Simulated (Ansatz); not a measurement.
Relaxing Al3C

All numbers below come from DFT PBE, scalar-relativistic, plane waves, PAW in Ansatz. Cutoff 420 eV, Γ-centred k mesh, Gaussian smearing, no spin polarisation in the final step.

Al3C was placed on the TiAl3 (D0_22) structure type (I4/mmm, No. 139), with C in place of Ti, at a guessed volume.

```
CELL_PARAMETERS angstrom
-1.80902 1.80902 4.04094
1.80902 -1.80902 4.04094
1.80902 1.80902 -4.04094
ATOMIC_POSITIONS crystal
Al 0.50000 0.50000 0.00000
Al 0.25000 0.75000 0.50000
Al 0.75000 0.25000 0.50000
C 0.00000 0.00000 0.00000
```

Cell and atoms relax at zero pressure; the relaxation can't lower the symmetry of the start.

The zero of energy is the elements' standard structures at the same level; no fitted shifts are applied.

Task: Which crystal results?

Result: It keeps I4/mmm (No. 139). The result has the TiAl3 (D0_22) structure. Conventional cell: a = 3.614 Å, c = 8.262 Å. Al on Wyckoff site b (1 atom of the primitive cell) has 4 C at 2.56 Å and 8 Al at 2.74 Å; Al on Wyckoff site d (2 atoms of the primitive cell) is coordinated by 4 Al at 2.56 Å, 4 Al at 2.74 Å and 4 C at 2.74 Å; C is coordinated by 4 Al at 2.56 Å and 8 Al at 2.74 Å.

```cif
data_structure
_symmetry_space_group_name_H-M 'I4/mmm'
_symmetry_Int_Tables_number 139
_cell_length_a 3.6139
_cell_length_b 3.6139
_cell_length_c 8.2623
_cell_angle_alpha 90.000
_cell_angle_beta 90.000
_cell_angle_gamma 90.000
_cell_volume 107.91
loop_
_atom_site_label
_atom_site_type_symbol
_atom_site_symmetry_multiplicity
_atom_site_Wyckoff_symbol
_atom_site_fract_x
_atom_site_fract_y
_atom_site_fract_z
_atom_site_occupancy
Al1 Al 2 b 0.50000 0.50000 0.00000 1
Al2 Al 4 d 0.50000 0.00000 0.25000 1
C1 C 2 a 0.00000 0.00000 0.00000 1
```

Task: What are its volume, energy, density and gap?

Result: The volume per atom is 13.49 Å³, the density is 2.86 g/cm³ and the energy over the elements is 0.97 eV/atom. The gap on the 18×18×18 mesh is 0 eV (a metal).

The final run used a 18×18×18 mesh on its 4-atom cell and 0.10 eV smearing. The k mesh leaves about 4 meV/atom of noise in metals. A structure relaxed within its symmetry needn't be a true minimum.

Cost: 2 runs of about 2.7 core-minutes in all, on Arm Neoverse V1 (shared hosts).